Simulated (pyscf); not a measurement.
H₂N–Ti(NH₂)(Cl)–Cl + H• -> [HN–Ti(NH₂)(Cl)–Cl]• + H₂, a hydrogen abstraction (doublet surface; H–N broken, H–H formed). PySCF, gas phase, ωB97X-D3(BJ)/def2-SVP geometries. Energies in kcal/mol from the separated reactants.

Small-basis levels: PySCF, no dispersion term, spherical d functions. AM1 to PM7: differences of heats of formation from MOPAC. GFN2-xTB: tblite. Open shells are spin-unrestricted. 

| level | barrier | reaction energy |
|---|---|---|
| BP86/6-31G*+LANL2DZ | 6.8 | -0.7 |
| PBE/6-31G*+LANL2DZ | 9.9 | +3.9 |
| B3LYP/STO-3G | -6.4 | -18.0 |
| B3LYP/6-31G*+LANL2DZ | 11.1 | +1.2 |
| B3LYP/def2-SVP | 11.9 | +4.7 |
| GFN2-xTB | 14.2 | +21.8 |
| PM7 | -19.5 | -54.5 |
| ωB97M-D3(BJ)/def2-TZVP | 17.4 | +9.0 |

Against the last row the barrier runs from -36.8 (PM7) to -3.1 kcal/mol (GFN2-xTB). At B3LYP/STO-3G, GFN2-xTB, PM7 this geometry lies under one side, so the entry may be no barrier of that level: it is a single point on another level's saddle. ωB97M-D3(BJ)/def2-TZVP has limits of its own. One saddle was located; it need not be the lowest between these sides. The angle at the transferred H is 173°. Open-shell species with a d-block atom are single-reference here; other states, and whether the spin sits on metal or ligand, were not checked.
